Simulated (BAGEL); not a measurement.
# BN2H5 (SMILES NBN): HF/3-21G (density fitting with qzvpp-jkfit)

Aim: the vertical singlet–triplet gap of BN2H5 at HF/3-21G (density fitting with qzvpp-jkfit), from 2 runs. 

Program for the calculation: BAGEL 1.2.2.

4 further runs of the same task are left out: 4 set aside as unsound or not needed. Runs told in other sessions of the task aren't counted.

### 1 The structure to begin with

BN2H5: 8 atoms, total charge 0, spin state singlet. As SMILES, `NBN`. Geometry: relaxed at PBE0-D4/def2-TZVP.

Bond lengths: N1–B2 1.409 Å, B2–N3 1.409 Å, N1–H4 1.005 Å, N1–H5 1.002 Å, B2–H6 1.200 Å, N3–H7 1.003 Å, N3–H8 1.005 Å. Angles: N1–B2–N3 122.9°, N1–B2–H6 118.5°, N3–B2–H6 118.5°, B2–N1–H4 124.5°, B2–N1–H5 121.9°, B2–N3–H7 121.9°, B2–N3–H8 124.5°, H4–N1–H5 113.6°, H7–N3–H8 113.6°.

### 2 A single-point energy at HF/3-21G (density fitting with qzvpp-jkfit)

input.json

```json
{ "bagel" : [

{
  "title" : "molecule",
  "basis" : "3-21g",
  "df_basis" : "qzvpp-jkfit",
  "angstrom" : true,
  "geometry" : [
    { "atom" : "N", "xyz" : [   -0.971000,    0.516500,   -0.581100 ] },
    { "atom" : "B", "xyz" : [    0.194200,    0.386600,    0.200500 ] },
    { "atom" : "N", "xyz" : [    0.848200,   -0.845200,    0.401400 ] },
    { "atom" : "H", "xyz" : [   -1.426800,   -0.244500,   -1.053400 ] },
    { "atom" : "H", "xyz" : [   -1.423900,    1.400900,   -0.713700 ] },
    { "atom" : "H", "xyz" : [    0.649700,    1.368600,    0.718000 ] },
    { "atom" : "H", "xyz" : [    1.676700,   -0.919800,    0.960900 ] },
    { "atom" : "H", "xyz" : [    0.545000,   -1.720300,    0.011600 ] }
  ]
},
{
  "title" : "hf"
},
{
  "title" : "print",
  "file" : "orbitals.molden",
  "orbitals" : true
}

]}
```

Command:

```console
BAGEL_NUM_THREADS=1 BAGEL input.json > input.out
```

Log:

```text
* using 1 threads per process

  ===============================================================
  ===============================================================

  *** Geometry ***

  { "atom" : "N", "xyz" : [     -1.834924,      0.976044,     -1.098120 ] },
  { "atom" : "B", "xyz" : [      0.366985,      0.730568,      0.378890 ] },
  { "atom" : "N", "xyz" : [      1.602866,     -1.597197,      0.758536 ] },
  { "atom" : "H", "xyz" : [     -2.696261,     -0.462038,     -1.990638 ] },
  { "atom" : "H", "xyz" : [     -2.690781,      2.647317,     -1.348698 ] },
  { "atom" : "H", "xyz" : [      1.227755,      2.586279,      1.356823 ] },
  { "atom" : "H", "xyz" : [      3.168504,     -1.738170,      1.815838 ] },
  { "atom" : "H", "xyz" : [      1.029901,     -3.250896,      0.021921 ] },

  Number of auxiliary basis functions:      319

  Since a DF basis is specified, we compute 2- and 3-index integrals:
    o Being stored without compression. Storage requirement is 0.003 GB

  Number of basis functions:       37
  Number of electrons      :       24

    * METHOD: MOLECULE                             0.07

  *** RHF ***

  === Nuclear Repulsion ===
    68.8525948158

      * DIIS with orbital gradients will be used.

  === RHF iteration (3-21g) ===
      0       -135.69499004          0.03829505           0.01
      1       -135.80316030          0.01685942           0.01
      2       -135.82814465          0.00198078           0.01
      3       -135.82870101          0.00016308           0.01
      4       -135.82870687          0.00003597           0.01
      5       -135.82870727          0.00000663           0.01
      6       -135.82870728          0.00000197           0.01
      7       -135.82870728          0.00000022           0.01
      8       -135.82870728          0.00000010           0.01
      9       -135.82870728          0.00000002           0.01
     10       -135.82870728          0.00000001           0.01
    * SCF iteration converged.

    * Permanent dipole moment:
           (    0.221441,     0.477290,     0.251329) a.u.

    * METHOD: HF                                   0.13

    * METHOD: PRINT                                0.00

  ===============================================================
```

It took 0.34 s on 1 thread of Arm Neoverse V1, shared host.

### 3 The triplet, same level

input.json

```json
{ "bagel": [

{
  "title": "molecule",
  "basis": "3-21g",
  "df_basis": "qzvpp-jkfit",
  "angstrom": true,
  "geometry": [
    { "atom": "N", "xyz": [      -0.971000,       0.516500,      -0.581100 ] },
    { "atom": "B", "xyz": [       0.194200,       0.386600,       0.200500 ] },
    { "atom": "N", "xyz": [       0.848200,      -0.845200,       0.401400 ] },
    { "atom": "H", "xyz": [      -1.426800,      -0.244500,      -1.053400 ] },
    { "atom": "H", "xyz": [      -1.423900,       1.400900,      -0.713700 ] },
    { "atom": "H", "xyz": [       0.649700,       1.368600,       0.718000 ] },
    { "atom": "H", "xyz": [       1.676700,      -0.919800,       0.960900 ] },
    { "atom": "H", "xyz": [       0.545000,      -1.720300,       0.011600 ] }
  ]
},

{
  "title": "uhf",
  "nopen": 2
},

{
  "title": "print",
  "file": "orbitals.molden",
  "orbitals": true
}

]}
```

Command:

```console
BAGEL_NUM_THREADS=1 BAGEL input.json > input.out
```

Log:

```text
* using 1 threads per process

  ===============================================================
  ===============================================================

  *** Geometry ***

  { "atom" : "N", "xyz" : [     -1.834924,      0.976044,     -1.098120 ] },
  { "atom" : "B", "xyz" : [      0.366985,      0.730568,      0.378890 ] },
  { "atom" : "N", "xyz" : [      1.602866,     -1.597197,      0.758536 ] },
  { "atom" : "H", "xyz" : [     -2.696261,     -0.462038,     -1.990638 ] },
  { "atom" : "H", "xyz" : [     -2.690781,      2.647317,     -1.348698 ] },
  { "atom" : "H", "xyz" : [      1.227755,      2.586279,      1.356823 ] },
  { "atom" : "H", "xyz" : [      3.168504,     -1.738170,      1.815838 ] },
  { "atom" : "H", "xyz" : [      1.029901,     -3.250896,      0.021921 ] },

  Number of auxiliary basis functions:      319

  Since a DF basis is specified, we compute 2- and 3-index integrals:
    o Being stored without compression. Storage requirement is 0.003 GB

  Number of basis functions:       37
  Number of electrons      :       24

    * METHOD: MOLECULE                             0.07

  *** Open-shell HF ***

  === Nuclear Repulsion ===
    68.8525948158

      * DIIS with orbital gradients will be used.

  === UHF iteration (3-21g) ===
      0       -135.46267315          0.05612231           0.02
      1       -135.55045701          0.01868562           0.02
      2       -135.56129442          0.00843392           0.02
      3       -135.56344745          0.00140176           0.02
      4       -135.56398251          0.00039639           0.02
      5       -135.56407963          0.00014509           0.02
      6       -135.56410468          0.00002237           0.02
      7       -135.56410707          0.00000943           0.02
      8       -135.56410816          0.00000355           0.02
      9       -135.56410831          0.00000181           0.02
     10       -135.56410835          0.00000195           0.02
     11       -135.56410835          0.00000186           0.02
     12       -135.56410835          0.00000182           0.02
     13       -135.56410835          0.00000139           0.02
     14       -135.56410835          0.00000076           0.02
     15       -135.56410835          0.00000018           0.02
     16       -135.56410835          0.00000014           0.02
     17       -135.56410835          0.00000005           0.02
     18       -135.56410835          0.00000003           0.02
     19       -135.56410835          0.00000002           0.02
     20       -135.56410835          0.00000001           0.02
    * SCF iteration converged.

    * S^2 (UHF) is 2.0206

    * Permanent dipole moment:
           (    0.626242,     1.350949,     0.711372) a.u.

    * METHOD: UHF                                  0.39

    * METHOD: PRINT                                0.00

  ===============================================================
```

It took 0.6 s on 1 thread of Arm Neoverse V1, shared host.

### 4 What came out

Level: HF/3-21G (density fitting with qzvpp-jkfit).

| quantity | value |
| --- | --- |
| singlet: total energy | -135.82871 Eh |
| singlet: dipole moment | 1.48 D |
| singlet: HOMO energy | -9.89 eV |
| singlet: LUMO energy | 6.91 eV |
| singlet: HOMO–LUMO gap | 16.80 eV |
| triplet: total energy | -135.56411 Eh |
| triplet: dipole moment | 4.19 D |
| triplet: ⟨S²⟩ | 2.021 |
| vertical energy of the triplet above the singlet | 7.200 eV |

At this shape the triplet lies 7.20 eV (166 kcal/mol) above the singlet.
